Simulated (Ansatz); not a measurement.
hcp Sc, treated with PBE in Ansatz (PAW).

Settings: plane-wave cutoff 520 eV, 24×24×12 k mesh (along the axes of the cell as run), Fermi–Dirac smearing 0.021 eV (set by the program), scalar-relativistic PAW data made under PBE.

Cell (measured lattice):

```
CELL_PARAMETERS angstrom
      3.30890     0.00000     0.00000
     -1.65445     2.86559     0.00000
      0.00000     0.00000     5.26800
ATOMIC_POSITIONS crystal
  Sc 0.66667 0.33333 0.75000
  Sc 0.33333 0.66667 0.25000
```

Question: What does this level give for the elastic constant C12, elastic constant C11, elastic constant C44, elastic constant C13, elastic constant C33 and elastic constant C66?

Answer: 
elastic constant C12: 35.8 GPa
elastic constant C11: 98.8 GPa
elastic constant C44: 26.8 GPa
elastic constant C13: 27.1 GPa
elastic constant C33: 91.7 GPa
elastic constant C66: 31.5 GPa

Measured, for comparison: elastic constant C11 99 GPa, elastic constant C44 28 GPa, elastic constant C13 29 GPa, elastic constant C33 107 GPa (temperature not stated, no zero-point or thermal correction; as tabulated in Mehl and Papaconstantopoulos (1996), arXiv:mtrl-th/9602003). Computed (rounded) less measured: elastic constant C11 -0.2 %, elastic constant C44 -4 %, elastic constant C13 -7 %, elastic constant C33 -14 %.

Note: the cell isn't this level's own, so it is under some stress, which shifts stiffness and frequencies.

Elastic constants are with the ions relaxed.

Computed values are for the static lattice.

Ansatz is a first-principles code.
